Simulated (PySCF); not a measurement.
## Electronic absorption of PH3

Compound: PH3.
InChI=1S/H3P/h1H3

Level of theory: TDDFT B3LYP/def2-SVPD, vertical, gas phase, core orbitals frozen in the response in PySCF. Isolated species at its GFN2-xTB geometry, gas phase.

```
state  λ (nm)  E (eV)       f  symmetry  main configurations (H = HOMO, L = LUMO)
   S1   172.8    7.18   0.141        A1                                H→L (100%)
   S2   165.1    7.51   0.073         E                          H→L+1/L+2 (≥88%)
   S3   165.1    7.51   0.073         E                          H→L+1/L+2 (≥88%)
   S4   127.1    9.76   0.029         E                  H→L+3 (62%), H→L+4 (25%)
   S5   127.1    9.76   0.029         E                  H→L+4 (62%), H→L+3 (25%)
   S6   125.7    9.86  0.0000         –                    H-2/H-1→L+1/L+2 (≥94%)
   S7   123.6   10.03   0.056        A1        H→L+5 (72%), H-2/H-1→L+1/L+2 (25%)
```

Triplets (Tamm–Dancoff): T1 6.11 eV, H→L+1/L+2 (≥97%); T2 6.11 eV, H→L+1/L+2 (≥97%); T3 6.85 eV, H→L (99%).

The lowest singlet lies at 7.18 eV (173 nm, vacuum ultraviolet) and is of moderate strength; its leading configuration is HOMO→LUMO (100%). The strongest level in the table is S2/S3 at 7.51 eV (165 nm, f = 0.146 summed). S2/S3 and S4/S5 lie within about 0.01 eV of each other in each set; the point group C3v has degenerate representations, and within a degenerate level the listed configurations can mix freely. Löwdin shares by element: HOMO phosphorus 71%, hydrogen 29%; LUMO phosphorus 59%, hydrogen 41%. The listed states span 2.86 eV, and the widest gap between neighbours is 2.25 eV (S3 to S4). Of the 7 states listed, 6 reach f = 0.01 and 1 stays under 0.0005. Orbital energies (eV): HOMO-3 -17.80, HOMO-2 -10.60, HOMO-1 -10.60, HOMO -7.64, LUMO 0.60, LUMO+1 0.75, LUMO+2 0.75. Symmetry labels in C3v follow from the direction of the transition dipole and are given only for states with f of 0.002 or more. Orbitals of the list HOMO-3 to LUMO+2 that lie within 0.01 eV of each other are written together with a slash and their weights summed (≥ marks a lower bound); for degenerate orbitals outside that list single weights are arbitrary. Singlets were solved by full linear response, triplets in the Tamm–Dancoff approximation. The highest level found (10.13 eV, f 0.093 so far) is left out, since the window may have cut off a degenerate partner.

The run took 0.8 s of wall time on Arm Neoverse V2, one thread, on a shared host.
